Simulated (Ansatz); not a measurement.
**How the band gap of antiferromagnetic (type II) rock-salt NiO moves with the method**

No measured value is used here.

Unless a cell is named, each level is at its own relaxed cell (r²SCAN+rVV10 8.93, LC-ωPBE 8.95, r²SCANh 9.01 Å³/atom).

### Question
Put these levels in order of the band gap that they give for antiferromagnetic (type II) rock-salt NiO, smallest first: Hartree–Fock (Ansatz, a first-principles code), LC-ωPBE (Ansatz), LDA (Ansatz), r²SCAN+rVV10 (Ansatz), r²SCANh (Ansatz).

### Answer
LDA (0.41 eV), r²SCAN+rVV10 (2.37 eV), r²SCANh (4.02 eV), LC-ωPBE (9.69 eV), Hartree–Fock (14.27 eV)

Computed values are for a static lattice. Spin-polarised runs: r²SCANh (opposed moments), LDA (opposed moments), LC-ωPBE (opposed moments), Hartree–Fock (opposed moments), r²SCAN+rVV10 (opposed moments). Values are at the level's own equilibrium cell; LDA at the measured cell; Hartree–Fock at the measured cell. Cutoffs and k meshes differ between the levels. Ansatz's density-functional and Hartree–Fock values are scalar-relativistic unless marked +SOC, with PAW data made under PBE.
